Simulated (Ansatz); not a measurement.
One change: `C/C=C(\F)C=S` becomes `C/C=C(\F)CS`.

Ansatz, PBE0-D4/def2-TZVP geometries, multiplicity 1. Each molecule was computed in one conformer, which needn't be the lowest.

| property | `C/C=C(\F)C=S` |
| --- | --- |
| HOMO–LUMO gap (ωB97M-V/def2-TZVPP) / eV | 8.11 |
| LUMO energy (B3LYP/def2-TZVPP) / eV | -3.04 |
| LUMO energy (PBE/def2-TZVPP) / eV | -3.65 |
| HOMO–LUMO gap (B3LYP/def2-TZVPP) / eV | 3.38 |
| size of the dipole moment (B3LYP/def2-TZVPP) / D | 2.23 |
| HOMO energy (ωB97M-V/def2-TZVPP) / eV | -8.93 |

**Question.** What does the change do to each property? (Best estimate.)

**Answer.** The calculation gave: 
| property | `C/C=C(\F)CS` | shift |
| --- | --- | --- |
| HOMO–LUMO gap (ωB97M-V/def2-TZVPP) / eV | 11.26 | 3.15 |
| LUMO energy (B3LYP/def2-TZVPP) / eV | -0.17 | 2.87 |
| LUMO energy (PBE/def2-TZVPP) / eV | -0.93 | 2.72 |
| HOMO–LUMO gap (B3LYP/def2-TZVPP) / eV | 6.49 | 3.11 |
| size of the dipole moment (B3LYP/def2-TZVPP) / D | 1.62 | -0.61 |
| HOMO energy (ωB97M-V/def2-TZVPP) / eV | -9.12 | -0.19 |

With PBE0 the HOMO falls by 0.22 eV and the LUMO rises by 2.94 eV, so the gap widens by about 3.16 eV. PBE moves the HOMO by -0.26 eV and ωB97M-V by -0.19 eV. Dipoles are sizes alone; their direction can turn.

B3LYP here is the variant with VWN-RPA as its local correlation; programs differ in this.
